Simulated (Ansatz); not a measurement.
Silanol (`O[SiH3]`), relaxed with RKS PBE0-D4/def2-TZVP in the Gaussian-basis code of Ansatz from a GFN2-xTB geometry. The force threshold is 0.005 eV/Å; the program also tests the step.

The species carries charge 0 and has multiplicity 1.

Start:

```xyz
6

O    -0.739   -0.515   -0.827
Si    0.202    0.316    0.205
H    -0.812   -1.464   -0.798
H    -0.230    0.086    1.585
H    -0.020    1.683   -0.235
H     1.598   -0.106    0.072
```

```tsv
step	energy (eV)	largest force (eV/Å)	largest move (Å)
1	-9986.2300	0.636	0.000
2	-9986.2789	0.263	0.052
3	-9986.2829	0.179	0.016
4	-9986.2844	0.206	0.035
5	-9986.2862	0.033	0.010
6	-9986.2863	0.002	0.001
```

End:

```xyz
6

O    -0.773   -0.542   -0.866
Si    0.179    0.304    0.179
H    -0.798   -1.496   -0.777
H    -0.239    0.099    1.593
H     0.022    1.729   -0.191
H     1.610   -0.094    0.063
```

Run time 6 s (2 threads of a server CPU on a shared host); peak host memory 0.13 GiB.
